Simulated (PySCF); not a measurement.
Species, as SMILES: [H][H] (H2).
Geometry (B3LYP-D3(BJ)/def2-TZVP, fixed):
```xyz
2

H      0.0000     0.0000    -0.3720
H      0.0000     0.0000     0.3720
```

Basis-set convergence of the mean static polarisability at PBE with PySCF. All functions are spherical. Density fitting with generated auxiliary sets. No added dispersion term, no relativity. Reference: the value in aug-cc-pV5Z, 5.70 bohr³. Deviations are taken from unrounded values.

| basis | functions | mean static polarisability (bohr³) |
|---|---|---|
| cc-pVDZ | 10 | 2.97 |
| aug-cc-pVDZ | 18 | 5.46 |
| def2-SVP | 10 | 2.87 |
| def2-SVPD | 16 | 5.30 |
| pcseg-1 | 10 | 2.75 |
| aug-pcseg-1 | 18 | 5.34 |
| def2-TZVP | 12 | 2.99 |
| def2-TZVPD | 18 | 5.55 |
| def2-TZVPP | 28 | 4.10 |
| def2-TZVPPD | 34 | 5.67 |
| pcseg-2 | 28 | 3.89 |
| aug-pcseg-2 | 46 | 5.61 |
| cc-pVQZ | 60 | 4.67 |
| aug-cc-pVQZ | 92 | 5.70 |
| def2-QZVPP | 60 | 4.68 |
| def2-QZVPPD | 66 | 5.70 |
| pcseg-3 | 66 | 5.23 |
| aug-pcseg-3 | 98 | 5.70 |
| cc-pV5Z | 110 | 4.97 |
| aug-cc-pV5Z | 160 | 5.70 |

What the diffuse functions change, pair by pair:
- cc-pVDZ to aug-cc-pVDZ: 8 more functions, deviation -47.9 to -4.3 %
- def2-SVP to def2-SVPD: 6 more functions, deviation -49.7 to -7.2 %
- pcseg-1 to aug-pcseg-1: 8 more functions, deviation -51.8 to -6.3 %
- def2-TZVP to def2-TZVPD: 6 more functions, deviation -47.6 to -2.8 %
- def2-TZVPP to def2-TZVPPD: 6 more functions, deviation -28.2 to -0.7 %
- pcseg-2 to aug-pcseg-2: 18 more functions, deviation -31.9 to -1.7 %
- cc-pVQZ to aug-cc-pVQZ: 32 more functions, deviation -18.1 to 0.0 %
- def2-QZVPP to def2-QZVPPD: 6 more functions, deviation -18.0 to -0.2 %
- pcseg-3 to aug-pcseg-3: 32 more functions, deviation -8.3 to 0.0 %
- cc-pV5Z to aug-cc-pV5Z: 50 more functions, deviation -12.8 to 0.0 %

Leaving out the reference's own pair, they bring the value nearer the reference by more than 0.1 % in 9 of 9 pairs.
